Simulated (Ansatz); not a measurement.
`C#CSC=O` and `O=CSC=S` differ in one atom or group.

Ansatz, PBE0-D4/def2-TZVP geometries, multiplicity 1. Each molecule was computed in one conformer, which needn't be the lowest.

```json
{"property": "ideal-gas entropy at 298 K and 1 bar (rigid rotor, harmonic PBE0-D4/def2-TZVP) / J/(mol·K)", "`C#CSC=O`": "313"}
{"property": "HOMO–LUMO gap (ωB97M-V/def2-TZVPP) / eV", "`C#CSC=O`": "10.37"}
{"property": "HOMO–LUMO gap (PBE/def2-TZVPP) / eV", "`C#CSC=O`": "3.93"}
{"property": "HOMO energy (PBE0/def2-TZVPP) / eV", "`C#CSC=O`": "-7.43"}
{"property": "size of the dipole moment (B3LYP/def2-TZVPP) / D", "`C#CSC=O`": "1.35"}
{"property": "LUMO energy (PBE0/def2-TZVPP) / eV", "`C#CSC=O`": "-1.37"}
```

**Question.** What does the change do to each property? (Estimate.)

**Answer.** The calculation gave: 
| property | `O=CSC=S` | shift |
| --- | --- | --- |
| ideal-gas entropy at 298 K and 1 bar (rigid rotor, harmonic PBE0-D4/def2-TZVP) / J/(mol·K) | 324 | 11 |
| HOMO–LUMO gap (ωB97M-V/def2-TZVPP) / eV | 8.35 | -2.02 |
| HOMO–LUMO gap (PBE/def2-TZVPP) / eV | 1.94 | -1.99 |
| HOMO energy (PBE0/def2-TZVPP) / eV | -6.89 | 0.54 |
| size of the dipole moment (B3LYP/def2-TZVPP) / D | 2.24 | 0.89 |
| LUMO energy (PBE0/def2-TZVPP) / eV | -2.85 | -1.48 |

With PBE0 the HOMO rises by 0.54 eV and the LUMO falls by 1.48 eV, so the gap narrows by about 2.02 eV. PBE moves the HOMO by 0.69 eV and ωB97M-V by 0.43 eV. Dipoles are sizes alone; their direction can turn.

B3LYP here is the variant with VWN-RPA as its local correlation; programs differ in this.
